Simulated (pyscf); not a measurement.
## Four-centre exchange: H₃Ge–GeH₃ (SMILES [GeH3][GeH3]) + H₂O (SMILES O) -> HO–GeH₃ (SMILES [OH][GeH3]) + GeH₄ (SMILES [GeH4])

Gas phase, singlet surface, charge 0. Bonds broken: Ge1–Ge2, O9–H10. Bonds formed: Ge1–O9, Ge2–H10. Structures and frequencies: ωB97X-D3(BJ)/def2-SVP in PySCF.

Transition state (Å):

```xyz
11

Ge    -0.0679     0.9094    -0.4914
Ge    -0.1865    -1.3593     1.4675
H      0.8547     1.3117     0.6589
H     -0.4712     2.2033    -1.2383
H      0.4360    -0.1274    -1.4834
H      1.2372    -1.6660     0.9143
H     -0.8125    -2.7664     1.6820
H      0.0995    -0.8401     2.9079
O     -1.9983     0.5496    -0.1265
H     -1.7084    -0.2272     0.5417
H     -2.4740     1.2539     0.3482
```

One imaginary mode, 395i cm⁻¹; descent along it reached the two sides named.

```tsv
bond	change	reactant side (Å)	saddle	product side
Ge1–Ge2	breaks	2.402	3.0	3.9
O9–H10	breaks	0.965	1.065	2.8
Ge1–O9	forms	3.1	1.997	1.786
Ge2–H10	forms	3.2	2.111	1.535
```

Electronic energies relative to the separated reactants (kJ/mol):

```csv
level,barrier,reaction energy,reverse barrier
ωB97X-D3(BJ)/def2-TZVP,200.8,+19.9,180.9
PBE/def2-TZVP,165.0,+15.1,150.0
r²SCAN/def2-TZVP,176.8,+8.3,168.5
B3LYP-D3(BJ)/def2-TZVP,181.0,+8.5,172.5
PBE0-D3(BJ)/def2-TZVP,179.5,+17.5,162.0
M06-2X/def2-TZVP,175.7,-9.1,184.8
ωB97M-D3(BJ)/def2-TZVP,187.9,+5.8,182.1
HF/def2-TZVP,254.5,-14.0,268.5
```

With ωB97M-D3(BJ)/def2-TZVP energies and thermal terms (ideal gas, 1 atm, RRHO with modes under 100 cm⁻¹ raised to 100, one conformer, R ln 2 for chiral ones without a mode under 150 cm⁻¹), in kJ/mol:

```tsv
T (K)	ΔH‡	ΔG‡	ΔH	ΔG
298	181.9	221.9	-0.5	-0.7
600	182.2	262.5	-2.6	+0.1
900	184.8	302.1	-2.7	+1.5
1200	188.1	340.8	-2.1	+2.8
```

This is the saddle that the search found; another between the same sides may lie lower. Elements up to Kr have no core potential and no relativistic terms here.
